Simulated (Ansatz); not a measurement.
The cluster B3⁻ (the lowest singlet isomer of a short search) was relaxed with PBE-D4 (def2-TZVPD) in Ansatz in these states: charge -1 quintet, charge -1 singlet, charge -1 triplet. The geometries follow in no particular order.

A:

```xyz
3

B     0.160    0.715    0.657
B     0.500   -0.011   -0.847
B    -0.661   -0.704    0.191
```

B:

```csv
atom,x (Å),y (Å),z (Å)
B1,0.5615,-0.5627,-0.5499
B2,-0.8444,-0.1438,-0.0455
B3,0.2829,0.7066,0.5954
```

C:

Cartesian coordinates in Å:
```
B -0.261 -0.460 0.722
B 0.788 0.425 0.001
B -0.527 0.035 -0.723
```

Q: Judge from the bond lengths which geometry belongs to which state (an estimate).

A: A is the charge -1 quintet (B1–B3 1.705 Å, B2–B3 1.705 Å, B1–B2 1.705 Å); B is the charge -1 triplet (B1–B3 1.732 Å, B2–B3 1.551 Å, B1–B2 1.551 Å); C is the charge -1 singlet (B1–B3 1.550 Å, B2–B3 1.550 Å, B1–B2 1.550 Å).

At PBE-D4/def2-TZVPD the highest occupied level of the charge -1 quintet lies above zero (up to 1.31 eV). It is a level of α spin, whose loss leaves a quartet; that state wasn't run at this geometry and level. The electron is either unbound and held by the finite basis, or the level is raised by self-interaction error. At PBE-D4/def2-TZVPD the highest occupied level of the charge -1 triplet lies above zero (up to 1.24 eV). It is a level of α spin, whose loss leaves a doublet; that state wasn't run at this geometry and level. The electron is either unbound and held by the finite basis, or the level is raised by self-interaction error. At PBE-D4/def2-TZVPD the highest occupied level of the charge -1 singlet lies above zero (up to 0.03 eV). By energy differences its removal costs 2.63 eV (vertical, to the charge 0 doublet, at PBE-D4/def2-TZVPD); a positive level beside a positive removal energy at the same level points to self-interaction error. At PBE0-D4/def2-TZVPD a singlet lies 2.54 eV below the charge -1 quintet. At PBE0-D4/def2-TZVPD a singlet lies 0.97 eV below the charge -1 triplet. These are the stationary points nearest to one start from a short search; other shapes may lie lower in each state.
